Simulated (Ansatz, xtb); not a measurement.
Relative energy of two isomers of H2O2S

Structure I is `O=[SH]O`, a singlet and structure II is `OSO`, a singlet. Both are isolated molecules in the gas phase, relaxed with PBE0-D4/def2-TZVP; the shapes shown needn't be the lowest conformers.

I (Å):

```csv
atom,x (Å),y (Å),z (Å)
O,0.1649,-0.7243,1.2977
O,-0.2722,0.0978,-1.0786
S,-0.1060,0.5511,0.2950
H,-1.3695,0.6371,0.8296
H,1.1167,-0.8815,1.3237
```

II (Å):

```yaml
atoms:
  - { symbol: O, position_ang: [-0.5882, -0.8510, 0.7385] }
  - { symbol: O, position_ang: [0.0614, 1.5224, 0.0003] }
  - { symbol: S, position_ang: [0.5006, -0.0429, -0.1756] }
  - { symbol: H, position_ang: [-0.6468, 1.7168, -0.6256] }
  - { symbol: H, position_ang: [-0.2880, -0.8433, 1.6555] }
```

**Question.** Estimate which is lower in electronic energy at CCSD(T)/def2-TZVPP, and by roughly how much.

**Answer.** The CCSD(T)/def2-TZVPP calculation puts structure II lower, by 30.4 kJ/mol.

Level by level:

```csv
level,geometry,E(II) − E(I) (kJ/mol),departure from the last row (kJ/mol),"job, with rough time for the two"
GFN2-xTB,GFN2-xTB,−2.5,+27.9,"optimisation, 0.13 s"
HF/STO-3G,GFN2-xTB,−437.0,−406.6,"single point, 0.16 s"
r2SCAN-D4/def2-SVP,GFN2-xTB,−62.9,−32.5,"single point, 1.6 s"
PBE0-D4/def2-TZVP,PBE0-D4/def2-TZVP,−20.9,+9.5,"optimisation, 14 s"
HF/def2-TZVPP,PBE0-D4/def2-TZVP,−43.1,−12.7,part of the CCSD(T) run
MP2/def2-TZVPP,PBE0-D4/def2-TZVP,−19.6,+10.8,part of the CCSD(T) run
CCSD(T)/def2-TZVPP,PBE0-D4/def2-TZVP,−30.4,,"single point, 22 s"
```

As drawn, II has 1 O–S, 1 O–H in place of 1 O=S, 1 S–H.

The levels shown agree on the order. The largest departure from CCSD(T)/def2-TZVPP is that of HF/STO-3G, 406.6 kJ/mol.

With harmonic frequencies from PBE0-D4/def2-TZVP (ideal gas, rigid rotor, one conformer each, 1000 K, 1 atm): on the last row, ΔE + ΔZPE = −26.3, ΔH = −24.8, ΔG = −23.8 kJ/mol.

The correlated steps freeze 7 core orbitals. Codes used: Ansatz 0.2.0, xtb 6.7.1; the last row on 2 threads of Arm Neoverse V1 on a shared host.
